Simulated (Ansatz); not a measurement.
Relaxation of MgF2⁻ with UKS r2SCAN-D4/def2-TZVPD.

```sh
$ ansatz run in.yaml --threads 4 --pin off --events-out ev --progress --plain --max-ram 3916MiB
```

```yaml
crystal:
  periodic: [false, false, false]
  atoms:
    - {symbol: Mg, position_ang: [-0.000210, -0.000170, -0.000230]}
    - {symbol: F, position_ang: [1.134470, -0.287430, -1.365260]}
    - {symbol: F, position_ang: [-1.134260, 0.287600, 1.365490]}
basis:
  gaussian: {orbitals: def2-TZVPD}
total_charge: -1
magnetization: {spin_polarized: true, initial_magnetization: 1}
hamiltonian: {xc: r2scan, dispersion: d4}
scf: {lower_state_search: "off"}
output: {orbitals: {seedname: orbitals}}
relax: {f_tol: 0.02, max_steps: 100}
```

Run time 15 s (4 threads of AMD EPYC 7B13 on a shared host).

Positions (Å) and forces (eV/Å) at steps 1, 2, 4, 5, 6, 7, 8, 9, 10, 11 of 11:

```xyz
3
step=1 energy=-10881.7744 eV
Mg    0.000    0.000    0.000   -0.003    0.000    0.002
F     1.134   -0.287   -1.365    0.168   -0.042   -0.201
F    -1.134    0.288    1.365   -0.165    0.042    0.200
3
step=2 energy=-10881.7770 eV
Mg    0.000    0.000    0.000   -0.003   -0.001    0.000
F     1.138   -0.288   -1.370    0.110   -0.027   -0.131
F    -1.138    0.289    1.370   -0.107    0.028    0.131
3
step=4 energy=-10881.7790 eV
Mg   -0.002   -0.001   -0.001   -0.006   -0.004   -0.004
F     1.146   -0.290   -1.378    0.003    0.002    0.002
F    -1.145    0.291    1.380    0.003    0.002    0.002
3
step=5 energy=-10881.7793 eV
Mg   -0.009   -0.006   -0.006   -0.033   -0.021   -0.025
F     1.153   -0.288   -1.379   -0.019    0.020    0.055
F    -1.144    0.294    1.385    0.052    0.002   -0.030
3
step=6 energy=-10881.7807 eV
Mg   -0.026   -0.016   -0.018   -0.088   -0.057   -0.066
F     1.166   -0.284   -1.378   -0.058    0.054    0.155
F    -1.140    0.300    1.396    0.146    0.003   -0.089
3
step=7 energy=-10881.8181 eV
Mg   -0.101   -0.063   -0.070   -0.267   -0.172   -0.197
F     1.208   -0.262   -1.358   -0.125    0.151    0.409
F    -1.107    0.325    1.428    0.392    0.021   -0.212
3
step=8 energy=-10881.9237 eV
Mg   -0.247   -0.155   -0.172   -0.056   -0.039   -0.049
F     1.278   -0.215   -1.303   -0.594    0.177    0.771
F    -1.030    0.370    1.475    0.650   -0.137   -0.722
3
step=9 energy=-10882.0774 eV
Mg   -0.315   -0.197   -0.220   -0.079   -0.053   -0.062
F     1.252   -0.179   -1.208   -0.279    0.106    0.413
F    -0.937    0.376    1.428    0.358   -0.054   -0.351
3
step=10 energy=-10882.1533 eV
Mg   -0.427   -0.268   -0.299    0.121    0.076    0.085
F     1.228   -0.123   -1.072   -0.145   -0.016    0.060
F    -0.801    0.391    1.371    0.025   -0.059   -0.145
3
step=11 energy=-10882.1552 eV
Mg   -0.421   -0.264   -0.294    0.013    0.008    0.009
F     1.222   -0.124   -1.070   -0.014   -0.002    0.005
F    -0.801    0.388    1.365    0.002   -0.006   -0.014
```

The highest occupied level of the charge -1 doublet lies above zero (up to 0.98 eV). By energy differences its removal costs 1.39 eV (vertical, to the charge 0 singlet, at r2SCAN-D4/def2-TZVPD); a positive level beside a positive removal energy at the same level points to self-interaction error. The relaxation made no stability test and no search for a lower SCF solution. The structure comes from a short search, and lower isomers may exist.
